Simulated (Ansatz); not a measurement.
Molecule: methanamine, CH5N, charge 0, multiplicity 1. 
Geometry from a B3LYP-D3(BJ)/def2-TZVP (Ansatz, a program for electronic structure) optimisation:
```xyz
7

C      0.0542     0.7048     0.0003
N      0.0439    -0.7575     0.0005
H     -0.9369     1.1793    -0.0070
H     -0.4495    -1.1127     0.8106
H     -0.4377    -1.1131    -0.8166
H      0.5892     1.0603     0.8824
H      0.6020     1.0600    -0.8741
```
Charge 0, spin multiplicity 1.

Basis-set convergence of Hartree-Fock and CCSD(T) correlation energies (hartree) with Ansatz. Cores are frozen in the correlated levels unless marked. Spin-orbit coupling is left out. No relativistic terms.

```
basis       functions      E(HF)  E(corr, CCSD(T))
----------  ---------  ---------  ----------------
def2-SVP           53  -95.14528          -0.36321
def2-TZVPP        132        ___               ___
```

Question: Fill in the missing entries.

Answer: 
- def2-TZVPP, E(HF): -95.25704
- def2-TZVPP, E(corr, CCSD(T)): -0.44272
